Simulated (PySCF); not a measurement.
**The electron affinity along group 14**

All values are computed (PySCF 2.14, energy differences of UHF-based or UKS calculations, no spin-orbit coupling). Values in eV. The last column holds reference values (measured affinities from photodetachment; the arrow runs from anion to atom). Unmarked ones compare directly (S terms, centres of terms, or small fine structure); those marked * lie between the lowest fine-structure levels and include a spin-orbit shift.

```csv
element,configurations,PBE0,r2SCAN,MP2 (valence),SCS-MP2 (valence),CCSD(T) (valence),CCSDT (valence),reference
"C (aug-cc-pVDZ, non-relativistic)",[He] 2s2 2p3 → [He] 2s2 2p2,1.414,1.495,1.187,0.921,1.143,1.152,1.262
"Si (aug-cc-pV(D+d)Z, non-relativistic)",[Ne] 3s2 3p3 → [Ne] 3s2 3p2,1.466,1.549,1.312,1.146,n/a,n/a,1.390 *
"Ge (aug-cc-pVDZ-PP with ECP10MDF, ECP)",[Ar] 3d10 4s2 4p3 → [Ar] 3d10 4s2 4p2,1.369,1.484,1.239,1.087,1.238,1.243,1.233 *
"Sn (aug-cc-pVDZ-PP with ECP28MDF, ECP)",[Kr] 4d10 5s2 5p3 → [Kr] 4d10 5s2 5p2,1.414,1.514,1.300,1.173,1.301,1.306,1.112 *
"Pb (aug-cc-pVDZ-PP with ECP60MDF, ECP)",[Xe] 4f14 5d10 6s2 6p3 → [Xe] 4f14 5d10 6s2 6p2,1.312,1.419,1.172,1.051,1.197,1.201,0.357 *
```

The highest occupied level of the anion is positive for C⁻ at PBE0, r2SCAN; Si⁻ at PBE0, r2SCAN; Ge⁻ at PBE0, r2SCAN; Sn⁻ at PBE0, r2SCAN; Pb⁻ at PBE0, r2SCAN, so there the basis helps to hold the electron.

For Pb a determinant mixes LS terms or the coupling is close to jj, so these rows are model values.

"Valence" correlates the outer s and p shells and, in groups 3 to 12 and the f block, the outer d or f shell, open or full, or the next shell where the ion has no valence electron left; the wider scheme adds the next inner shell.
